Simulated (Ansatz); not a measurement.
**Energy on a grid of two coordinates**

BSiH$_{5}$ (SMILES B[SiH3]), closed shell, PBE0-D4/def2-TZVP minimum:

B1  (-0.043, -1.189, 0.204)
Si2  (0.089, 0.785, -0.149)
H3  (-1.126, -1.691, 0.290)
H4  (0.906, -1.903, 0.335)
H5  (-0.616, 1.093, -1.427)
H6  (-0.624, 1.517, 0.940)
H7  (1.474, 1.319, -0.239)
(Å)

Rows set the bond length Si2–H6 (Å; 1.492 at the minimum), columns the bond length B1–H3 (Å; 1.196), set in this order; the parts move rigidly, in a bend the first-named atom's side turns in the plane, and in a torsion the whole end group turns. CCSD(T) energies count from the value at that structure, in eV. Ansatz 0.2.0; basis: def2-TZVPP; cores frozen in the correlated methods.

```csv
Si2–H6 \ B1–H3,0.981,1.054,1.162,1.287,1.426,1.576,1.735
1.283,1.292,0.801,0.517,0.590,0.940,1.460,2.055
1.347,1.001,0.511,0.227,0.300,0.651,1.172,1.767
1.441,0.806,0.316,0.033,0.106,0.458,0.980,?
1.550,0.817,0.328,0.045,0.119,?,0.994,1.592
1.671,1.014,0.525,0.242,0.318,0.672,?,1.794
1.801,1.346,0.857,0.575,0.652,1.007,1.531,2.131
1.940,1.764,1.276,0.995,1.072,1.428,1.954,2.554
```

(1) Fill in the withheld cells. (Judge from chemistry; the value comes from the calculation.)

T1 diagnostic: at most 0.018.

## Answers

(1) The calculation gives: (1.441, 1.735): 1.576; (1.550, 1.426): 0.472; (1.671, 1.576): 1.195 eV. These count from the CCSD(T) energy at the PBE0-D4 minimum.

The same grid for a cheaper method: r2SCAN-D4 − CCSD(T), both counted from the minimum, in eV:
| Si2–H6 \ B1–H3 | 0.981 | 1.054 | 1.162 | 1.287 | 1.426 | 1.576 | 1.735 |
| --- | --- | --- | --- | --- | --- | --- | --- |
| 1.283 | 0.006 | 0.009 | 0.010 | 0.008 | 0.004 | 0.000 | 0.007 |
| 1.347 | 0.004 | 0.007 | 0.008 | 0.007 | 0.002 | -0.001 | 0.005 |
| 1.441 | -0.001 | 0.002 | 0.004 | 0.002 | -0.003 | -0.006 | 0.001 |
| 1.550 | -0.008 | -0.005 | -0.004 | -0.006 | -0.010 | -0.014 | -0.007 |
| 1.671 | -0.018 | -0.015 | -0.014 | -0.016 | -0.020 | -0.023 | -0.016 |
| 1.801 | -0.029 | -0.026 | -0.025 | -0.027 | -0.031 | -0.035 | -0.027 |
| 1.940 | -0.038 | -0.034 | -0.033 | -0.035 | -0.039 | -0.043 | -0.036 |

For scale, one of the runs: CCSD(T)/def2-TZVPP, 143 basis functions (an equivalent command: `ansatz run in.yaml --threads 2`). Hardware: 2 CPU threads, shared host. Wall time 9.6 s; peak host memory 0.79 GiB.
